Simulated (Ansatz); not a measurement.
## Structure relaxation of ReCl

Method: DFT PBE, scalar-relativistic, plane waves, PAW in Ansatz 0.2.0. Cutoff 420 eV, Γ-centred k mesh, Gaussian smearing, collinear spin, first started from parallel moments.

The start puts ReCl on the rock salt structure type (Fm-3m, No. 225), with Re in place of Na, at a guessed volume.

```yaml
crystal:
  lattice:
    - [0.00000, 2.73420, 2.73420]
    - [2.73420, 0.00000, 2.73420]
    - [2.73420, 2.73420, 0.00000]
  atoms:
    - { symbol: Re, position: [0.00000, 0.00000, 0.00000] }
    - { symbol: Cl, position: [0.50000, 0.50000, 0.50000] }
```

Cell and atoms relax at zero pressure; the relaxation can't lower the symmetry of the start. After a coarse first stage the cell is made exact in the group found at 0.06 Å.

The zero of energy is the elements' standard structures at the same level (Cl₂ as a molecule); no fitted shifts are applied.

Q: What does it relax into?

A: It keeps Fm-3m (No. 225). The result has the rock salt structure. Conventional cell: a = 5.108 Å. Re has 6 Cl at 2.55 Å; Cl is coordinated by 6 Re at 2.55 Å.

Space group Fm-3m (No. 225). a = 5.108 Å, b = 5.108 Å, c = 5.108 Å, α = 90.00°, β = 90.00°, γ = 90.00°
```tsv
atom	site	symmetry	x	y	z
Re	4a	m-3m	0.0000	0.0000	0.0000
Cl	4b	m-3m	0.5000	0.0000	0.0000
```

Q: What are its volume, energy, gap and moment?

A: The volume per atom is 16.66 Å³ and the density is 11.05 g/cm³. The energy over the elements is 2.22 eV/atom and the gap on the 18×18×18 mesh is 0 eV (a metal). The net moment per atom is 1.04 μB and the largest site moment is 1.52 μB.

The final run used a 18×18×18 mesh on its 2-atom cell and 0.10 eV smearing. The k mesh leaves about 4 meV/atom of noise in metals. Spin–orbit coupling is left out. A structure relaxed within its symmetry needn't be a true minimum.

Cost: 3 runs of about 1 core-minutes in all, on Arm Neoverse V1 (shared hosts).